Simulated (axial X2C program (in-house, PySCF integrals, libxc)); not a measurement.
Correcting the dissociation energy of PH⁺ for spin–orbit coupling

A spin-free CCSD(T) curve (one-electron X2C) was computed with an in-house all-electron X2C program for linear molecules (integrals from PySCF), basis P dyall-v3z [8s7p2d1f], H dyall-v3z [6s2p1d] (cores contracted in-house), for the state M_S = 1/2, Λ = 1 (beyond evenly filled blocks: π+α). It gives D0 = 3.248 eV to P+ + H, which in a spin-free picture are the weighted means of the ground terms.

Correlated methods: 5 electrons correlated (number of frozen shells: P 2 s, 1 p; H none), 101 virtual spin orbitals or spinors in MP2, 67 natural virtuals in coupled cluster.

Measured levels of the ground terms (NIST Handbook of Basic Atomic Spectroscopic Data), in cm⁻¹: P+ 3P: J = 0 at 0, J = 1 at 164.9, J = 2 at 469.1; H 2S: J = 1/2 at 0.

The two components of the molecular doublet are 310 cm⁻¹ apart in the PBE0 2c search (Ω = 1/2 lower), so the lower one lies 155 cm⁻¹ under their mean.

(1) How far does each ground level lie under the (2J+1)-weighted mean of its term?

(2) Correct D0.

Second-order spin–orbit effects in the molecule, which grow quickly with Z, are left out. The state is a single determinant with fixed occupations, the lowest that a limited PBE0 search found. Dissociation energies refer to the lowest single-determinant-based atoms at the same level and basis. CCSD and (T) use frozen natural virtuals with an MP2 correction for the truncation; (T) itself is uncorrected, so its De runs slightly low.

Results:

(1) P+: (1 × 0 + 3 × 164.9 + 5 × 469.1)/9 = 316 cm⁻¹; H: a single level, 0.

(2) D0 = 3.248 + (155 − 316)/8065.5 = 3.228 eV at CCSD(T) with these spin–orbit terms.
